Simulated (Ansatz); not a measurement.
CH8NSi, doublet: at the end structure of a reaction step.

Input (in.yaml):

```yaml
crystal:
  periodic: [false, false, false]
  atoms:
    - {symbol: H, position_ang: [-0.923827, -1.970591, -0.598661]}
    - {symbol: C, position_ang: [0.642013, 0.651369, -1.093210]}
    - {symbol: N, position_ang: [0.955879, 1.660912, -0.205494]}
    - {symbol: Si, position_ang: [-0.921996, -1.337658, 0.742597]}
    - {symbol: H, position_ang: [-0.144654, 0.855283, -1.807426]}
    - {symbol: H, position_ang: [1.447594, -0.007705, -1.388643]}
    - {symbol: H, position_ang: [0.174834, 2.190119, 0.149911]}
    - {symbol: H, position_ang: [1.603446, 1.414395, 0.526885]}
    - {symbol: H, position_ang: [-1.658477, -2.241244, 1.674628]}
    - {symbol: H, position_ang: [0.457360, -1.180980, 1.269031]}
    - {symbol: H, position_ang: [-1.632173, -0.033899, 0.730382]}
basis:
  gaussian: {orbitals: def2-SVP}
magnetization: {spin_polarized: true, initial_magnetization: 1}
hamiltonian: {xc: lda}
```

Run by:

```bash
ansatz run in.yaml --threads 4 --pin off --events-out ev --progress --plain --max-ram 9574MiB
```

The run's output (Ansatz 0.2.0):

```
Functional definition: SPW92
  name "SPW92"
  cite "Dirac, Proc. Camb. Phil. Soc. 26, 376 (1930) doi:10.1017/S0305004100016108"
  cite "Slater, Phys. Rev. 81, 385 (1951) doi:10.1103/PhysRev.81.385"
  cite "Perdew & Wang, Phys. Rev. B 45, 13244 (1992) doi:10.1103/PhysRevB.45.13244"
  exchange = slater_x
  correlation = pw_c
990 factors; their error is unknown
mean field evaluation 1: about -10465.2913 eV, gradient 3.8e1 eV
mean field evaluation 2: about -10451.2554 eV, gradient 6.4e1 eV
mean field evaluation 4: about -10472.2766 eV, gradient 5.4e0 eV
mean field evaluation 8: about -10472.4162 eV, gradient 3.3e-1 eV
mean field evaluation 16: about -10472.3551 eV, gradient 7.9e-5 eV
mean field -10472.35512553 eV, -384.8519524460 hartree, gradient 1.6e-5 eV, S^2 0.751463; 0 other end points of the search recorded, 0 dependent functions left out
reference -10472.35515974 eV, -384.8519537030 hartree; 18, 17 occupied and 68, 69 virtual orbitals, 990 factors
Total energy: -10472.35515974 eV, -384.8519537030 hartree
```

Hardware: 4 CPU threads of an Arm Neoverse V1, shared host. Wall time about 0.5 s.
